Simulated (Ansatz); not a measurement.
# Molecular dynamics of CH5AlSi

input.yaml

```yaml
crystal:
  periodic: [false, false, false]
  atoms:
    - { symbol: C, position_ang: [-0.220571, -0.054562, -0.842863] }
    - { symbol: Al, position_ang: [-0.45923, 0.493721, 1.057334] }
    - { symbol: Si, position_ang: [0.751969, -1.655792, -0.851395] }
    - { symbol: H, position_ang: [-1.240974, -0.174813, -1.249328] }
    - { symbol: H, position_ang: [0.266439, 0.83901, -1.268507] }
    - { symbol: H, position_ang: [-0.226163, 2.023423, 1.418588] }
    - { symbol: H, position_ang: [2.100291, -0.977917, -0.501429] }
    - { symbol: H, position_ang: [-0.879562, -0.55027, 2.181699] }
basis:
  gaussian: { orbitals: cc-pVDZ }
hamiltonian:
  xc: r2scanh
md:
  timestep: 0.5
  n_steps: 200
  ensemble: nve
  temperature: 300.0
  initial_velocities: maxwell_boltzmann
  seed: 4078
```

Command:

```bash
$ ansatz run input.yaml --threads 2 --pin off --max-ram 3072MiB --backend cpu --events-out ev --progress --plain --runs-dir out
```

It starts at the highest image of a converged band. Of that band: The profile has 2 maxima (images 1, 5) with wells between them (image 3): this band takes more than one step, which may be the mechanism or a detour left from its start path. A vibrational analysis at the climbing image gives 2 clearly imaginary modes (111i, 59i cm⁻¹): a point of higher order, so a lower path passes nearby.

Output, in part (one step line in 7, the closing report, with atoms numbered from 0):

```
md step     0: t =     0.00 fs  T =   300.0 K  F+E_penalty+E_count = -15588.40999191 eV  E_kin = 0.232668 eV  conserved = -15588.17732391 eV  (23 SCF iters)
md step     7: t =     3.50 fs  T =   236.4 K  F+E_penalty+E_count = -15588.36040505 eV  E_kin = 0.183324 eV  conserved = -15588.17708146 eV  (23 SCF iters)
md step    14: t =     7.00 fs  T =   187.7 K  F+E_penalty+E_count = -15588.32261628 eV  E_kin = 0.145598 eV  conserved = -15588.17701877 eV  (22 SCF iters)
md step    21: t =    10.50 fs  T =   214.9 K  F+E_penalty+E_count = -15588.34386298 eV  E_kin = 0.166671 eV  conserved = -15588.17719215 eV  (22 SCF iters)
md step    28: t =    14.00 fs  T =   214.8 K  F+E_penalty+E_count = -15588.34368011 eV  E_kin = 0.166559 eV  conserved = -15588.17712137 eV  (22 SCF iters)
md step    35: t =    17.50 fs  T =   197.9 K  F+E_penalty+E_count = -15588.33056392 eV  E_kin = 0.153475 eV  conserved = -15588.17708915 eV  (23 SCF iters)
md step    42: t =    21.00 fs  T =   204.2 K  F+E_penalty+E_count = -15588.33548053 eV  E_kin = 0.158356 eV  conserved = -15588.17712468 eV  (23 SCF iters)
md step    49: t =    24.50 fs  T =   210.5 K  F+E_penalty+E_count = -15588.34048347 eV  E_kin = 0.163289 eV  conserved = -15588.17719471 eV  (23 SCF iters)
md step    56: t =    28.00 fs  T =   149.9 K  F+E_penalty+E_count = -15588.29336525 eV  E_kin = 0.116292 eV  conserved = -15588.17707370 eV  (24 SCF iters)
md step    63: t =    31.50 fs  T =   131.2 K  F+E_penalty+E_count = -15588.27878770 eV  E_kin = 0.101752 eV  conserved = -15588.17703593 eV  (23 SCF iters)
md step    70: t =    35.00 fs  T =   193.5 K  F+E_penalty+E_count = -15588.32725251 eV  E_kin = 0.150060 eV  conserved = -15588.17719216 eV  (23 SCF iters)
md step    77: t =    38.50 fs  T =   188.0 K  F+E_penalty+E_count = -15588.32300821 eV  E_kin = 0.145844 eV  conserved = -15588.17716458 eV  (23 SCF iters)
md step    84: t =    42.00 fs  T =   143.6 K  F+E_penalty+E_count = -15588.28847522 eV  E_kin = 0.111381 eV  conserved = -15588.17709409 eV  (23 SCF iters)
md step    91: t =    45.50 fs  T =   141.6 K  F+E_penalty+E_count = -15588.28686175 eV  E_kin = 0.109830 eV  conserved = -15588.17703147 eV  (24 SCF iters)
md step    98: t =    49.00 fs  T =   182.9 K  F+E_penalty+E_count = -15588.31908012 eV  E_kin = 0.141857 eV  conserved = -15588.17722282 eV  (23 SCF iters)
md step   105: t =    52.50 fs  T =   173.5 K  F+E_penalty+E_count = -15588.31172679 eV  E_kin = 0.134589 eV  conserved = -15588.17713771 eV  (23 SCF iters)
md step   112: t =    56.00 fs  T =   166.3 K  F+E_penalty+E_count = -15588.30598330 eV  E_kin = 0.129003 eV  conserved = -15588.17698048 eV  (25 SCF iters)
md step   119: t =    59.50 fs  T =   236.6 K  F+E_penalty+E_count = -15588.36081315 eV  E_kin = 0.183518 eV  conserved = -15588.17729529 eV  (23 SCF iters)
md step   126: t =    63.00 fs  T =   225.5 K  F+E_penalty+E_count = -15588.35201365 eV  E_kin = 0.174877 eV  conserved = -15588.17713701 eV  (22 SCF iters)
md step   133: t =    66.50 fs  T =   185.3 K  F+E_penalty+E_count = -15588.32077518 eV  E_kin = 0.143729 eV  conserved = -15588.17704603 eV  (22 SCF iters)
md step   140: t =    70.00 fs  T =   200.6 K  F+E_penalty+E_count = -15588.33273913 eV  E_kin = 0.155546 eV  conserved = -15588.17719333 eV  (23 SCF iters)
md step   147: t =    73.50 fs  T =   213.0 K  F+E_penalty+E_count = -15588.34233683 eV  E_kin = 0.165227 eV  conserved = -15588.17710954 eV  (23 SCF iters)
md step   154: t =    77.00 fs  T =   205.8 K  F+E_penalty+E_count = -15588.33681522 eV  E_kin = 0.159633 eV  conserved = -15588.17718205 eV  (23 SCF iters)
md step   161: t =    80.50 fs  T =   187.6 K  F+E_penalty+E_count = -15588.32260421 eV  E_kin = 0.145533 eV  conserved = -15588.17707158 eV  (22 SCF iters)
md step   168: t =    84.00 fs  T =   232.8 K  F+E_penalty+E_count = -15588.35770391 eV  E_kin = 0.180569 eV  conserved = -15588.17713519 eV  (22 SCF iters)
md step   175: t =    87.50 fs  T =   248.4 K  F+E_penalty+E_count = -15588.36992584 eV  E_kin = 0.192671 eV  conserved = -15588.17725513 eV  (22 SCF iters)
md step   182: t =    91.00 fs  T =   196.3 K  F+E_penalty+E_count = -15588.32928634 eV  E_kin = 0.152269 eV  conserved = -15588.17701760 eV  (22 SCF iters)
md step   189: t =    94.50 fs  T =   214.4 K  F+E_penalty+E_count = -15588.34335762 eV  E_kin = 0.166277 eV  conserved = -15588.17708096 eV  (23 SCF iters)
md step   196: t =    98.00 fs  T =   254.4 K  F+E_penalty+E_count = -15588.37454227 eV  E_kin = 0.197296 eV  conserved = -15588.17724594 eV  (23 SCF iters)
md step   200: t =   100.00 fs  T =   243.0 K  F+E_penalty+E_count = -15588.36564153 eV  E_kin = 0.188479 eV  conserved = -15588.17716244 eV  (24 SCF iters)
Total energy: -15588.36565311 eV, -572.8618715782 hartree
Atom 0 at    -0.379278    -0.169834    -0.826594 Å, force    -0.010402     0.203378    -0.338964 eV/Å
Atom 1 at    -0.452947     0.472723     1.037625 Å, force     0.241162    -0.186452     0.589238 eV/Å
Atom 2 at     0.834863    -1.574812    -0.819265 Å, force     0.019641    -0.465297     0.039237 eV/Å
Atom 3 at    -1.424002    -0.449896    -1.003618 Å, force    -0.295675    -0.292287     0.083116 eV/Å
Atom 4 at    -0.194802     0.702922    -1.467278 Å, force     0.222151     0.298249    -0.016461 eV/Å
Atom 5 at     0.652751     0.009641     2.137507 Å, force    -0.211733     0.162174    -0.317565 eV/Å
Atom 6 at     2.088536    -0.766037    -1.170595 Å, force     0.027704     0.198766     0.027060 eV/Å
Atom 7 at    -1.689155     1.342128     1.523468 Å, force     0.007151     0.081469    -0.065661 eV/Å
Dipole moment:    -0.204114     0.358264    -0.106113 e Å
```

All steps were run. The conserved energy stayed within 0.045 meV per atom of its start (net change 0.02 meV per atom), so the integration is sound. A run of 0.1 ps of so small a system gives no equilibrium averages. The orbitals stay closed-shell, which can raise the energy where a bond breaks towards radicals; this wasn't checked here.

The step under study would form Al2–H8 and break Si3–H8. These pairs go: Al2–H8 1.59 → 1.59 Å, Si3–H8 3.62 → 4.51 Å. In the last frame they stand as after the step (other bonds may differ from the relaxed reactants and products). It ends as one piece, CH5AlSi. Pairs count as bonded within 1.25 times the sum of covalent radii (0.12 Å more for H–H).

Last frame:

```xyz
8
Properties=species:S:1:pos:R:3
C -0.379 -0.170 -0.827
Al -0.453 0.473 1.038
Si 0.835 -1.575 -0.819
H -1.424 -0.450 -1.004
H -0.195 0.703 -1.467
H 0.653 0.010 2.138
H 2.088 -0.766 -1.171
H -1.689 1.342 1.524
```

Time of the run: 8.5 min on 2 threads of Arm Neoverse V1, with other jobs on the host, peak memory 0.16 GiB.
